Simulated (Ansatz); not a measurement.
Ansatz (a quantum-chemistry and plane-wave program) input (HF/STO-3G):

Ansatz 0.2 input:
```yaml
crystal:
  periodic: [false, false, false]
  atoms:
    - {symbol: Al, position_ang: [-0.00000000, 0.00000000, 0.00000000]}
    - {symbol: F, position_ang: [-0.00033900, 1.63398200, 0.02535100]}
    - {symbol: F, position_ang: [1.41503800, -0.81619400, -0.04509100]}
    - {symbol: F, position_ang: [-1.41469900, -0.81778800, 0.01974000]}
basis:
  gaussian:
    orbitals: STO-3G
hamiltonian:
  xc: {name: HF}
relax: {f_tol: 0.003, max_steps: 120}
```

Output:

```
Functional definition: HF
integrals: 0.00 GiB planned
338 factors; integrals over basis functions are off by at most 1.0e-5 eV
mean field: 0.05 GiB planned
mean field evaluation 1: about -14506.8964 eV, gradient 2.9e1 eV
mean field evaluation 2: about -14506.9217 eV, gradient 2.9e1 eV
mean field evaluation 4: about -14510.3909 eV, gradient 9.0e-1 eV
mean field evaluation 8: about -14510.3937 eV, gradient 2.1e-5 eV
mean field -14510.39374701 eV, -533.2471347046 hartree, gradient 3.2e-5 eV, S^2 0.000000; 0 other end points of the search recorded, 0 dependent functions left out
the calculation of the forces begins
reference -14510.39374701 eV, -533.2471347046 hartree; 20, 20 occupied and 4, 4 virtual orbitals, 338 factors
relax step   1: F+E_penalty+E_count = -14510.39374701 eV  Δ(F+E_penalty+E_count) = +0.000e0 eV  max|allowed force component| = 1.340e0 eV/Å  Δτ_max = 0.0000 Å  (20 SCF iters, accepted)
these checks for a lower state are left out or cut short: starts, cluster_reference, orbital_swaps, neighbouring_geometries, increment
integrals: 0.00 GiB planned
338 factors; integrals over basis functions are off by at most 1.0e-5 eV
mean field: 0.05 GiB planned
mean field evaluation 16: about -14510.4468 eV, gradient 5.8e-6 eV
mean field -14510.44681533 eV, -533.2490849294 hartree, gradient 5.8e-6 eV, S^2 0.000000; 0 other end points of the search recorded, 0 dependent functions left out
the calculation of the forces begins
reference -14510.44681533 eV, -533.2490849294 hartree; 20, 20 occupied and 4, 4 virtual orbitals, 338 factors
relax step   2: F+E_penalty+E_count = -14510.44681533 eV  Δ(F+E_penalty+E_count) = -5.307e-2 eV  max|allowed force component| = 6.984e-1 eV/Å  Δτ_max = 0.0173 Å  (22 SCF iters, accepted)
these checks for a lower state are left out or cut short: starts, cluster_reference, orbital_swaps, neighbouring_geometries, increment
integrals: 0.00 GiB planned
338 factors; integrals over basis functions are off by at most 1.0e-5 eV
mean field: 0.05 GiB planned
mean field -14510.46519902 eV, -533.2497605173 hartree, gradient 5.6e-6 eV, S^2 0.000000; 0 other end points of the search recorded, 0 dependent functions left out
the calculation of the forces begins
reference -14510.46519902 eV, -533.2497605173 hartree; 20, 20 occupied and 4, 4 virtual orbitals, 338 factors
relax step   3: F+E_penalty+E_count = -14510.46519902 eV  Δ(F+E_penalty+E_count) = -1.838e-2 eV  max|allowed force component| = 3.739e-2 eV/Å  Δτ_max = 0.0183 Å  (22 SCF iters, accepted)
these checks for a lower state are left out or cut short: starts, cluster_reference, orbital_swaps, neighbouring_geometries, increment
integrals: 0.00 GiB planned
338 factors; integrals over basis functions are off by at most 1.0e-5 eV
mean field: 0.05 GiB planned
mean field evaluation 32: about -14510.4652 eV, gradient 6.3e-6 eV
mean field -14510.46524896 eV, -533.2497623528 hartree, gradient 6.3e-6 eV, S^2 0.000000; 0 other end points of the search recorded, 0 dependent functions left out
the calculation of the forces begins
reference -14510.46524896 eV, -533.2497623528 hartree; 20, 20 occupied and 4, 4 virtual orbitals, 338 factors
relax step   4: F+E_penalty+E_count = -14510.46524896 eV  Δ(F+E_penalty+E_count) = -4.995e-5 eV  max|allowed force component| = 3.635e-4 eV/Å  Δτ_max = 0.0009 Å  (23 SCF iters, accepted)
integrals: 0.00 GiB planned
338 factors; integrals over basis functions are off by at most 1.0e-5 eV
mean field: 0.05 GiB planned
mean field -14510.46524896 eV, -533.2497623528 hartree, gradient 6.3e-6 eV, S^2 0.000000; 1 other end points of the search recorded, 0 dependent functions left out
the calculation of the forces begins
reference -14510.46524896 eV, -533.2497623528 hartree; 20, 20 occupied and 4, 4 virtual orbitals, 338 factors
Total energy: -14510.46524896 eV, -533.2497623528 hartree
Atom 0 at    -0.000000     0.000000     0.000000 Å, force     0.000000    -0.000000    -0.000000 eV/Å
Atom 1 at    -0.000332     1.599352     0.024814 Å, force     0.000000    -0.000363    -0.000006 eV/Å
Atom 2 at     1.385048    -0.798896    -0.044135 Å, force    -0.000315     0.000182     0.000010 eV/Å
Atom 3 at    -1.384716    -0.800456     0.019322 Å, force     0.000315     0.000182    -0.000004 eV/Å
Dipole moment:    -0.000000     0.000000     0.000000 e Å
```

The geometry given is a B3LYP-D3(BJ)/def2-TZVP minimum.
